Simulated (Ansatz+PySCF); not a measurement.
Values are calculated unless marked as measured or tabulated.
A run of Ansatz (development build ahead of 0.2.0) on doublet C₂H₄(+) at this shape:

```yaml
atoms:
  - { symbol: C, position_ang: [0.0000, 0.0000, -0.6939] }
  - { symbol: C, position_ang: [0.0000, 0.0000, 0.6939] }
  - { symbol: H, position_ang: [0.2411, -0.9450, -1.2834] }
  - { symbol: H, position_ang: [-0.2411, 0.9450, -1.2834] }
  - { symbol: H, position_ang: [-0.2411, -0.9450, 1.2834] }
  - { symbol: H, position_ang: [0.2411, 0.9450, 1.2834] }
```

Its results:

```yaml
Converged: yes
Reference_energy: -77.72517 hartree
Correlation_energy: -0.28128 hartree
Total_energy: -78.00645 hartree
Spin_squared_of_the_determinant: 0.750
Stability_test: minimum among restricted orbitals
Occupied_orbitals_by_symmetry_in_an_Abelian_subgroup_alpha;_beta: 3 A 2 B1 1 B2 2 B3; 3 A 2 B1 1 B2 1 B3
```

Forces (eV/Å):
```json
{"atom": "C1", "Fx": "0.000", "Fy": "0.000", "Fz": "-1.931"}
{"atom": "C2", "Fx": "0.000", "Fy": "0.000", "Fz": "1.931"}
{"atom": "H3", "Fx": "-0.391", "Fy": "1.344", "Fz": "0.882"}
{"atom": "H4", "Fx": "0.391", "Fy": "-1.344", "Fz": "0.882"}
{"atom": "H5", "Fx": "0.391", "Fy": "1.344", "Fz": "-0.882"}
{"atom": "H6", "Fx": "-0.391", "Fy": "-1.344", "Fz": "-0.882"}
```

**Question.** Which input gives this output? Name the method, the orbitals and the basis set, and write the input.

**Answer.** ROHF-MP2 in cc-pVTZ.

```yaml
crystal:
  periodic: [false, false, false]
  atoms:
    - { symbol: C, position_ang: [0.0, 0.0, -0.69392] }
    - { symbol: C, position_ang: [0.0, 0.0, 0.69392] }
    - { symbol: H, position_ang: [0.24112, -0.94501, -1.28342] }
    - { symbol: H, position_ang: [-0.24112, 0.94501, -1.28342] }
    - { symbol: H, position_ang: [-0.24112, -0.94501, 1.28342] }
    - { symbol: H, position_ang: [0.24112, 0.94501, 1.28342] }
basis:
  gaussian: { orbitals: cc-pVTZ }
total_charge: 1
magnetization:
  initial_magnetization: 1
hamiltonian:
  xc: hf
correlation:
  method: mp2
  frozen_orbitals: { C: 1, H: 0 }
output:
  forces: true
```

Caution: MP2 on this radical cation hangs on the determinant chosen.
